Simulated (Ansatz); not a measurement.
# CH2B− (SMILES B=[CH-]): single points off equilibrium

The task here is to estimate one member of a computed series from the others.

Computed with Ansatz 0.2.0, Gaussian basis. Level: single points in def2-TZVPPD.

Correlated methods freeze the cores.

## The system as given

SMILES `B=[CH-]`, 4 atoms, charge -1, spin multiplicity 1.

Atoms are counted from 1 here; the program's logs count them from 0.

Bond lengths: B1–C2 1.386 Å, B1–H3 1.167 Å, C2–H4 0.862 Å. Angles: C2–B1–H3 176.2°, B1–C2–H4 176.2°.

As a file:

```xyz
4
charge -1, multiplicity 1
B     0.0853   -0.5775    0.3187
C    -0.0473    0.6203   -0.3663
H     0.1730   -1.6218    0.8318
H    -0.1857    1.3622   -0.7819
```

The first run:

run/in.yaml reads:

```yaml
crystal:
  periodic: [false, false, false]
  atoms:
    - {symbol: B, position_ang: [0.085300, -0.577500, 0.318700]}
    - {symbol: C, position_ang: [-0.047300, 0.620300, -0.366300]}
    - {symbol: H, position_ang: [0.173000, -1.621800, 0.831800]}
    - {symbol: H, position_ang: [-0.185700, 1.362200, -0.781900]}
basis:
  gaussian: {orbitals: "def2-TZVPPD.json"}
total_charge: -1
correlation: {method: ccsd_t}
output: {forces: true}
```

The basis file named in the input lies beside it (Basis Set Exchange, JSON).

The command line of these runs was not kept.

Steps of the session up to this table: CCSD(T)/def2-TZVPPD; PBE0-D4/def2-TZVPPD; wB97M-V/def2-TZVPPD; r2SCAN-D4/def2-TZVPPD; PBE-D4/def2-TZVPPD; LC-wPBE/def2-TZVPPD; BHLYP-D4/def2-TZVPPD.

One of the session's tables, all rows but one given; the rest of the session is left out.

```
   method  RMS force component (eV/Å)  angle to CCSD(T) forces (°)
  CCSD(T)                       6.842                    reference
  PBE0-D4                           ?                            ?
  wB97M-V                       7.043                          2.9
r2SCAN-D4                       6.971                          1.9
   PBE-D4                       6.940                          0.8
  LC-wPBE                       7.275                          4.0
 BHLYP-D4                       7.079                          4.1
```

Q: Estimate the row for PBE0-D4 from the others.

The run gave: RMS force component (eV/Å): 7.064; angle to CCSD(T) forces (°): 2.3. In the column «RMS force component (eV/Å)» it lies between wB97M-V (7.043) and BHLYP-D4 (7.079).

Caveats from the session: The anion's highest level is positive in at least one run, so there the basis alone may hold the extra electron.
